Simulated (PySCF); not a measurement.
Thietane, C₃H₆S.
Structure used (PBE0-D3(BJ)/def2-SVP), in Å, numbered top down from 1:
```xyz
10
C3H6S angstrom
C      0.106    0.493   -0.527
C      1.065   -0.174    0.467
S     -0.136   -1.537    0.762
C     -1.154   -0.226   -0.031
H      0.076    1.594   -0.504
H      0.344    0.175   -1.552
H      2.040   -0.499    0.074
H      1.226    0.415    1.383
H     -1.714    0.346    0.726
H     -1.853   -0.587   -0.798
```

Method: delta-SCF UKS SCAN, pcX-2 on the ionised atom, pcseg-1 elsewhere, spin-free X2C in PySCF. Each 1s hole has a ground state of its own, since the core basis sits on the ionised atom alone.

```tsv
ionised atom	basis functions	E(ground) (Eh)	E(ionised) (Eh)
C1	121	-517.06432	-506.36580
C2	121	-517.06471	-506.36264
S3	132	-517.19766	-426.17938
```

Problem. What are the 1s binding energies?

Solution. E(ionised) − E(ground), at 27.2114 eV a hartree:

```csv
atom,environment,difference (Eh),binding energy (eV)
C1,four-membered-ring carbon,10.69852,291.12
C2,sp3 carbon bound to sulfur,10.70207,291.22
S3,sulfide sulfur,91.01828,2476.73
```

Problem. How much do the ground-state energies differ, and what would follow from using one of them for all holes?

Solution. They run from -517.1977 Eh (core basis on S3) to -517.0643 Eh (on C1), 0.1334 Eh or 3.63 eV apart, though the state is the same; only basis and grid differ. Pairing the ion of C1 with the ground state of S3 would put its binding energy 3.63 eV too high.

Only 1s holes are shown. The first atom of each set that the bonding makes equivalent was ionised and stands for the set. Geometry: PBE0-D3(BJ)/def2-SVP; no solvent, vibrations or thermal averaging.
